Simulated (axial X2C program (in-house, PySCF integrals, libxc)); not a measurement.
**Correcting the dissociation energy of ClF for spin–orbit coupling**

A spin-free CCSD(T) curve (one-electron X2C) was computed with an in-house relativistic program for diatomic molecules, basis Cl dyall-av3z [9s8p3d2f], F dyall-av3z [7s6p3d2f] (cores contracted in-house), for the state M_S = 0, Λ = 0 (closed shell). It gives D0 = 2.465 eV to Cl + F, which in a spin-free picture are the weighted means of the ground terms.

Correlated methods: 14 electrons correlated (number of frozen shells: Cl 2 s, 1 p; F 1 s), 194 virtual spin orbitals or spinors in MP2, 90 natural virtuals in coupled cluster.

Measured levels of the ground terms (NIST Handbook of Basic Atomic Spectroscopic Data), in cm⁻¹: Cl 2P: J = 3/2 at 0, J = 1/2 at 882.4; F 2P: J = 3/2 at 0, J = 1/2 at 404.1.

The molecular state has Λ = 0, so it has no first-order lowering.

(1) How far does each ground level lie under the (2J+1)-weighted mean of its term?

(2) Correct D0.

Second-order spin–orbit effects in the molecule, which grow quickly with Z, are left out. Occupations by symmetry block were frozen at the best pattern of an incomplete PBE0 search. Dissociation energies refer to the lowest single-determinant-based atoms at the same level and basis. CCSD and (T) use frozen natural virtuals with an MP2 correction for the truncation; (T) itself is uncorrected, so its De runs slightly low.

## Answers

(1) Cl: (4 × 0 + 2 × 882.4)/6 = 294 cm⁻¹; F: (4 × 0 + 2 × 404.1)/6 = 135 cm⁻¹.

(2) D0 = 2.465 + (0 − 429)/8065.5 = 2.412 eV at CCSD(T) with these spin–orbit terms. The direct two-component run gives 2.416 eV; the difference holds second-order terms in the molecule, scalar two-electron terms, the gap between measured and computed atomic splittings (a 2c atom can miss part of its lowering) and, in coupled cluster, the truncation of each run.
